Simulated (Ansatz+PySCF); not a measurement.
A calculation with PySCF 2.14.0.

```python
from pyscf import gto, scf, cc

mol = gto.M(atom="""
Al 0.000000 0.000000 0.000000
P 0.000000 0.000000 2.620000
""", basis='sto-3g', charge=0, spin=2)
mf = scf.UHF(mol)
mf.kernel()
mycc = cc.CCSD(mf, frozen=10).run()
et = mycc.ccsd_t()
print(mf.e_tot, mycc.e_corr, et, mycc.e_tot + et)
```

The script is written out from the run's settings.

The run gave:

```
Converged                       : yes
Reference energy                : -575.73324 hartree
CCSD correlation energy         : -0.05653 hartree
Triples correction              : -0.00521 hartree
Total energy                    : -575.79498 hartree
Spin squared of the determinant : 2.034
```

This is not the lowest solution: another run reaches a determinant 1.77 eV lower. Caution: large share of triples, a single reference is doubtful; another reference gives a lower total.
